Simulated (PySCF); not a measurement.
# How far are cheaper levels from CCSD(T)/CBS for SH?

PySCF; the state is a doublet (π ↑). The composite is CCSD(T) extrapolated to the basis-set limit from two correlation-consistent sets, with core-valence (CV) and scalar-relativistic (SR) terms as its label shows; it has no spin–orbit coupling and nothing beyond (T). Here it is CCSD(T)/CBS(TQ)+CV+SR. It gives Re = 1.341 Å, ωe = 2703 cm⁻¹ and De = 3.80 eV to H + S.

| level | basis | relativity | Re (Å) | ωe (cm⁻¹) | De (eV) |
| --- | --- | --- | --- | --- | --- |
| UHF-MP2 | 6-311G(d,p) | no relativity | 1.338 | 2796 | 3.38 |
| UHF-MP2 | def2-SVPD | no relativity | 1.347 | 2782 | 3.43 |
| UHF-MP2 | aug-cc-pVDZ/aug-cc-pV(D+d)Z | no relativity | 1.348 | 2755 | 3.43 |
| UHF-CCSD | pcseg-1 | no relativity | 1.351 | 2734 | 3.36 |
| UHF-CCSD | aug-cc-pVDZ/aug-cc-pV(D+d)Z | no relativity | 1.353 | 2701 | 3.49 |
| r²SCAN | 6-311G(d,p) | no relativity | 1.351 | 2684 | 3.78 |
| TPSSh | def2-SVPD | no relativity | 1.357 | 2682 | 3.83 |
| B3LYP | x2c-TZVPPall | spin-free X2C | 1.346 | 2660 | 3.81 |
| M06 | def2-SVPD | no relativity | 1.357 | 2691 | 3.78 |
| LC-ωPBE | pcseg-1 | no relativity | 1.349 | 2805 | 3.60 |

**Question.** Give the difference of each row from the composite.

**Answer.** 

```json
{"level": "UHF-MP2", "basis": "6-311G(d,p)", "ΔRe (pm)": "-0.3", "Δωe (%)": "+3.4", "ΔDe (eV)": "-0.42"}
{"level": "UHF-MP2", "basis": "def2-SVPD", "ΔRe (pm)": "+0.6", "Δωe (%)": "+2.9", "ΔDe (eV)": "-0.37"}
{"level": "UHF-MP2", "basis": "aug-cc-pVDZ/aug-cc-pV(D+d)Z", "ΔRe (pm)": "+0.7", "Δωe (%)": "+1.9", "ΔDe (eV)": "-0.37"}
{"level": "UHF-CCSD", "basis": "pcseg-1", "ΔRe (pm)": "+1.0", "Δωe (%)": "+1.1", "ΔDe (eV)": "-0.44"}
{"level": "UHF-CCSD", "basis": "aug-cc-pVDZ/aug-cc-pV(D+d)Z", "ΔRe (pm)": "+1.2", "Δωe (%)": "-0.1", "ΔDe (eV)": "-0.31"}
{"level": "r²SCAN", "basis": "6-311G(d,p)", "ΔRe (pm)": "+1.0", "Δωe (%)": "-0.7", "ΔDe (eV)": "-0.02"}
{"level": "TPSSh", "basis": "def2-SVPD", "ΔRe (pm)": "+1.6", "Δωe (%)": "-0.8", "ΔDe (eV)": "+0.03"}
{"level": "B3LYP", "basis": "x2c-TZVPPall", "ΔRe (pm)": "+0.5", "Δωe (%)": "-1.6", "ΔDe (eV)": "+0.01"}
{"level": "M06", "basis": "def2-SVPD", "ΔRe (pm)": "+1.6", "Δωe (%)": "-0.4", "ΔDe (eV)": "-0.02"}
{"level": "LC-ωPBE", "basis": "pcseg-1", "ΔRe (pm)": "+0.8", "Δωe (%)": "+3.8", "ΔDe (eV)": "-0.20"}
```

**Question.** Which rows come closest in De?

**Answer.** r²SCAN in 6-311G(d,p) (-0.02 eV); B3LYP in x2c-TZVPPall (+0.01 eV); M06 in def2-SVPD (-0.02 eV), counted from the composite.

Correlated steps freeze 5 core orbitals. Correlated levels converge slowly with the basis: in double zeta they bind strong bonds too weakly, by up to about 1 eV, and carry superposition errors of some tenths. The state was picked by a PBE0 search and need not be the measured ground state.
